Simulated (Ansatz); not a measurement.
Process, species as SMILES: F (HF) → HF+ (doublet, bonded as F) + e-
B3LYP-D3(BJ)/def2-TZVP geometries, fixed; electronic energies without zero-point terms.
Largest species:
```
F
H 1 0.9245
```
Charge 0, spin multiplicity 1.

Basis-set convergence of the adiabatic ionisation energy at HF with Ansatz (a first-principles code). All functions are spherical. Open shells are unrestricted. No added dispersion term, no relativity. Functions are those of the species that has most. Reference: the value in aug-cc-pV5Z, 14.241 eV, itself unsure by roughly 0.005 eV (its mean distance from pcseg-4, aug-pcseg-3, aug-cc-pVQZ). Deviations are taken from unrounded values.

| basis | functions | adiabatic ionisation energy (eV) | minus reference (eV) |
|---|---|---|---|
| def2-SV(P) | 16 | 14.162 | -0.079 |
| def2-SVP | 19 | 14.174 | -0.066 |
| def2-SVPD | 31 | 14.452 | 0.211 |
| def2-TZVP | 37 | 14.210 | -0.031 |
| def2-TZVPP | 45 | 14.228 | -0.012 |
| def2-TZVPD | 49 | 14.237 | -0.003 |
| def2-TZVPPD | 57 | 14.249 | 0.008 |
| def2-QZVPP | 87 | 14.238 | -0.003 |
| def2-QZVPPD | 99 | 14.242 | 0.001 |

The smallest set listed that lies within 0.05 eV of the reference with all its larger relatives (same family, alike in diffuse functions; a set with none counts only in the reference's own line) is def2-TZVP (37 functions, -0.031 eV off).
